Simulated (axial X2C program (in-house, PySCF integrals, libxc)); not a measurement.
# Levels of LiNa⁻ by electron attachment to LiNa (EOM-EA-CCSD)

Calculated with an in-house all-electron X2C program for linear molecules (integrals from PySCF): two-component X2C with atomic mean-field Coulomb and Gaunt terms, Gaussian nuclei, basis Na dyall-acv3z, Li dyall-acv3z with contracted cores.

R = 2.918 Å (near the PBE0 minimum at charge 0 of the determinant lowest at the starting distance; the state shown can have its own minimum elsewhere).

Levels of LiNa⁻ obtained by attaching an electron to LiNa:

```
  Ω  binding energy (eV)  above lowest (cm⁻¹)                  attached spinor  one-particle weight
1/2                0.301                    0  39% Li pσ, 38% Na pσ, 11% Na sσ                 0.93
1/2               -0.114                 3350  62% Na sσ, 16% Li pσ, 15% Li sσ                 0.98
1/2               -0.132                 3488             52% Na pπ, 48% Li pπ                 0.97
3/2               -0.132                 3489             52% Na pπ, 48% Li pπ                 0.97
1/2               -0.219                 4191             63% Na pσ, 29% Li pσ                 0.99
3/2               -0.324                 5038             52% Li pπ, 46% Na pπ                 1.00
1/2               -0.324                 5038             52% Li pπ, 46% Na pπ                 1.00
```

Negative binding energies belong to unbound states, resonances or levels that the basis set holds; within some tenths of an eV of zero the sign is not settled.

This point took 9.1 s on 1 thread of Arm Neoverse V1, on a shared host.

Reference electrons by ω block (each with its −ω partner): 1/2: 6, 3/2: 1. 10 electrons of LiNa correlated (inner shells frozen), 90 natural virtual spinors (a truncated set); levels can be off by some tenths of an eV. Roots sought by Ω: (1/2: 5, 3/2: 4, 5/2: 2, 7/2: 1); rows need 60 % one-particle weight and stop where some Ω has no more roots. Missing are any skipped roots, higher Ω and states of a further excitation; these come out far too high here and may in truth be low or lowest. T1 of the reference 0.010 (Lee–Taylor). Number of frozen shells: Na 1 s; Li 1 s.
